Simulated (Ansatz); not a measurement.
LiO (SMILES [Li][O]): the vertical energy of the quartet above the doublet from total energies

LiO has 2 atoms, charge 0, and is taken as a doublet. As SMILES, `[Li][O]`. The coordinates come from a PBE0-D4/def2-TZVP relaxation.

```xyz
2

Li    0.0000    0.0000   -0.0574
O     0.0000    0.0000    1.6232
```

Both states at this one shape; open shells run unrestricted unless said. 1 Eh = 27.2114 eV.

```
             level  program  doublet LiO (Eh)  quartet LiO (Eh)
 UBLYP/def2-TZVPPD   Ansatz        -82.709874        -82.550684
UB3LYP/def2-TZVPPD   Ansatz        -82.725838        -82.573112
```

Q: Work out the vertical gap, second state less first, at each level.

A: 
1. UBLYP/def2-TZVPPD: -82.550684 − (-82.709874) = 0.159190 Eh = 4.33 eV.
2. UB3LYP/def2-TZVPPD: -82.573112 − (-82.725838) = 0.152726 Eh = 4.16 eV.

No measured value is set beside it here; the levels span 4.16 to 4.33 eV.
